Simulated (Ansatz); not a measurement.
Relaxation of C$_{3}$H$_{2}$O (6 atoms, charge 0, multiplicity 1), to a largest force component of 0.02 eV/Å in at most 50 steps.

Method: Ansatz, RKS LDA/def2-SVP.

```xyz
6
Properties=species:S:1:pos:R:3:forces:R:3
C -0.328 1.030 -1.008 -2.40 7.01 -6.70
C -0.083 0.228 -0.219 1.60 -5.40 5.28
C 0.244 -0.782 0.729 2.86 3.31 0.01
O -0.316 -1.790 0.856 -2.62 -4.25 0.52
H -0.648 1.810 -1.751 0.49 -0.92 0.84
H 1.173 -0.559 1.347 0.06 0.25 0.07
```

Where does it end, and by what steps?

The forces met the threshold. After 12 steps the energy has fallen by 0.449 eV; C1 moved furthest, 0.07 Å.

| step | energy less start (eV) | largest force component (eV/Å) | accepted |
| --- | --- | --- | --- |
| 0 | 0.0000 | 7.015 | yes |
| 1 | -0.0353 | 3.294 | yes |
| 2 | -0.2994 | 3.054 | yes |
| 3 | -0.3272 | 1.307 | yes |
| 4 | -0.4222 | 0.544 | yes |
| 5 | -0.3962 | 1.183 | no |
| 6 | -0.4408 | 0.280 | yes |
| 7 | -0.4476 | 0.183 | yes |
| 8 | -0.4477 | 0.180 | yes |
| 9 | -0.4328 | 0.463 | no |
| 10 | -0.4490 | 0.033 | yes |
| 11 | -0.4491 | 0.024 | yes |
| 12 | -0.4491 | 0.003 | yes |

```xyz
6
Properties=species:S:1:pos:R:3
C -0.364 1.076 -1.038
C -0.091 0.200 -0.231
C 0.269 -0.803 0.735
O -0.326 -1.847 0.888
H -0.621 1.844 -1.761
H 1.176 -0.534 1.359
```

Whether the end is a true minimum wasn't checked by a vibrational analysis.

Time of the run: 22 s on 1 thread of Intel(R) Xeon(R) Processor @ 2.50GHz (Skylake/Cascade Lake), with other jobs on the host, peak memory 0.12 GiB.
